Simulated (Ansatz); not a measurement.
**Worked example: the barrier**

An elementary step of AlN2H9, closed shell (AlH₃ + NH₃ + NH₃ → AlNH₄ ([NH2][AlH2]) + NH₃ + H₂; bonds formed: H2–H7, H5–N8; dative contacts that become bonds: Al1–N6; bonds broken: Al1–H2, H5–N6, H7–N8). “Start” is the structure reached by relaxing down from the saddle towards the reactants; PBE0-D4/def2-TZVP structures. The saddle:

| atom | x (Å) | y (Å) | z (Å) |
| --- | --- | --- | --- |
| Al1 | -0.9021 | -0.6655 | -1.0956 |
| H2 | 0.5420 | 0.2936 | -1.4465 |
| H3 | -0.4758 | -2.0965 | -1.6664 |
| H4 | -2.0423 | 0.2181 | -1.7847 |
| H5 | 0.5567 | 0.4319 | 1.0704 |
| N6 | -0.9462 | -0.5999 | 0.7744 |
| H7 | 0.9571 | 0.6177 | -0.5879 |
| N8 | 1.3552 | 0.9478 | 0.6227 |
| H9 | -0.8564 | -1.4966 | 1.2369 |
| H10 | -1.7661 | -0.1543 | 1.1685 |
| H11 | 2.2526 | 0.5640 | 0.8892 |
| H12 | 1.3250 | 1.9398 | 0.8191 |

Ansatz 0.2.0; basis: def2-TZVPP and def2-QZVPP; cores frozen in the correlated methods.

Energies in eV:

| quantity | saddle | start |
| --- | --- | --- |
| Hartree–Fock, triple zeta (X = 3) | -9689.31257 | -9690.94148 |
| Hartree–Fock, quadruple zeta (X = 4) | -9689.67570 | -9691.29935 |
| MP2 correlation, X = 3 | -16.18589 | -15.67558 |
| MP2 correlation, X = 4 | -17.28152 | -16.75910 |
| CCSD(T) correlation, X = 3 | -17.87987 | -17.43989 |

**Question.** Work out the barrier at the basis limit: extrapolate Hartree–Fock as E(X) = E∞ + A exp(−7.88 √X) and the MP2 correlation as E(X) = E∞ + B X^−2.97 (the exponents that Neese and Valeev fitted for def2-TZVPP and QZVPP), then add CCSD(T) − MP2 in triple zeta.

**Answer.** Each step is linear, so take the differences first (saddle − start): Hartree–Fock 1.62891 (X = 3) and 1.62365 (X = 4); MP2 correlation -0.51031 and -0.52242; CCSD(T) correlation -0.43998.
Two points give E∞ = E(4) + w [E(4) − E(3)], with w = 1/(exp(7.88 (2 − √3)) − 1) = 0.1377 for Hartree–Fock and w = 1/((4/3)^2.97 − 1) = 0.7407 for the correlation.
Hartree–Fock: 1.62365 + 0.1377 × (-0.00526) = 1.6229 eV.
MP2 correlation: -0.52242 + 0.7407 × (-0.01211) = -0.5314 eV.
CCSD(T) − MP2: -0.43998 − (-0.51031) = 0.0703 eV.
Sum: 1.6229 + (-0.5314) + 0.0703 = 1.1618 eV, or 26.79 kcal/mol. Plain CCSD(T) in triple zeta gives 1.1889 eV, so the larger basis shifts the result by -0.0271 eV.

T1 diagnostic: at most 0.010.

The step is the kind of exchange with an N–H group that builds nitride films in atomic layer and chemical vapour deposition.

Labels in which every atom is bracketed show which atoms are joined, not bond orders.

For scale, one of the runs: CCSD(T)/def2-TZVPP, 230 basis functions (an equivalent command: `ansatz run in.yaml --threads 4`). Time: 56 s of wall clock on 4 CPU threads; the host was shared. Peak host memory: 3.9 GiB.
